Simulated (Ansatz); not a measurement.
We consider hcp Ru, described by rVV10 (Ansatz, a first-principles code, plane waves, PAW).

Run with plane-wave cutoff 520 eV, 24×24×14 k mesh (along the axes of the cell as run), Fermi–Dirac smearing 0.05 eV, no spin polarisation, scalar-relativistic PAW data made under PBE.

Properties against volume:

Shape and atoms are relaxed at each volume.

```tsv
V (Å³/atom)	P (GPa)	c (Å)	a (Å)
13.566	13.31	4.278	2.706
13.848	6.26	4.305	2.725
14.131	0.00	4.332	2.745
14.414	-5.57	4.358	2.764
14.696	-10.52	4.384	2.783
```

Note: the bulk modulus comes from volumes at which shape and atoms were relaxed.
